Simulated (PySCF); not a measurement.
## LiO: energy against distance

Set-up: Li def2-TZVP, O def2-TZVP; no relativity (PySCF 2.14). Energies in eV from Li + O in their ground configurations at the same level. State: ²Π (doublet), unpaired electrons π ↑.

All columns are PBE0. A positive dipole means Li(−)O(+).

```tsv
R (Å)	E (eV)	μ (D)	Mulliken charge on Li (basis-dependent)	HOMO (eV)	LUMO (eV)	Mayer bond order	⟨S²⟩
1.446	-2.895	-5.64	0.72	-6.24	-1.97	0.53	0.75
1.514	-3.172	-5.88	0.73	-6.06	-1.81	0.51	0.75
1.581	-3.328	-6.12	0.74	-5.90	-1.66	0.50	0.75
1.631	-3.384	-6.30	0.74	-5.78	-1.55	0.49	0.75
1.682	-3.400	-6.48	0.74	-5.67	-1.45	0.49	0.75
1.732	-3.385	-6.65	0.74	-5.57	-1.35	0.49	0.75
1.800	-3.328	-6.88	0.75	-5.44	-1.31	0.48	0.75
1.884	-3.213	-7.17	0.74	-5.29	-1.38	0.48	0.75
1.985	-3.035	-7.51	0.74	-5.12	-1.49	0.49	0.76
2.119	-2.760	-7.95	0.73	-4.93	-1.63	0.50	0.76
```

A fit through these points gives, at Re = 1.681 Å, μ = -6.47 D and dμ/dR = -3.49 D/Å; the reduced mass is 4.877 u.

**Question.** How strong is the fundamental in the double-harmonic approximation, I = 42.26·(dμ/dR)²/μred km/mol?

**Answer.** I = 42.26·(-3.49)²/4.877 = 106 km/mol at PBE0.

The state is the lowest determinant that a PBE0 search found; another state may lie lower at other levels.
